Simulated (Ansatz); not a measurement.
A made-up structure of SiH$_{5}$S$_{2}$ (charge +1), singlet:

```
8
angstrom
S -1.7285 0.1723 -0.0239
Si 0.0546 0.7441 -0.0378
S 0.5392 -1.2475 -0.0512
H -1.4936 -0.1900 -1.3640
H 0.9557 1.1464 -1.2780
H 0.2461 1.5400 1.2397
H 1.5615 -0.7010 0.3157
H -0.1350 -1.4642 1.1995
```

It is relaxed with PBE-D4/def2-SVP and then PBE0-D4/def2-TZVP (Ansatz 0.2.0). Atoms count as bonded within 1.22 times the sum of their covalent radii (H–H: 0.88 Å). The end point is not checked to be a true minimum.

Task: Does its bonding change? (Judge from chemistry; the calculation decides.)

Result: The calculation gives: No: no bond forms or breaks.

Where it ends: The first stage lowers the energy by 3.52 eV in 12 steps. It ends as SiH₅S₂ ([SH][SiH2][SH2]), total charge +1:
S1  (-2.115, 0.466, -0.338)
Si2  (-0.069, 0.762, -0.109)
S3  (0.855, -1.366, 0.170)
H4  (-2.025, 0.208, -1.658)
H5  (0.710, 1.167, -1.292)
H6  (0.268, 1.403, 1.173)
H7  (2.060, -1.018, 0.673)
H8  (0.316, -1.622, 1.381)
(Å)

Labels in which every atom is bracketed show which atoms are joined, not bond orders.

For scale, one of the runs: PBE0-D4/def2-TZVP relaxation, 141 basis functions, launched by `ansatz run in.yaml --threads 2 --pin off --events-out ev --progress --plain --max-ram 4352MiB`. Hardware: 2 CPU threads of an Arm Neoverse V1, shared host. Wall time about 37 s.
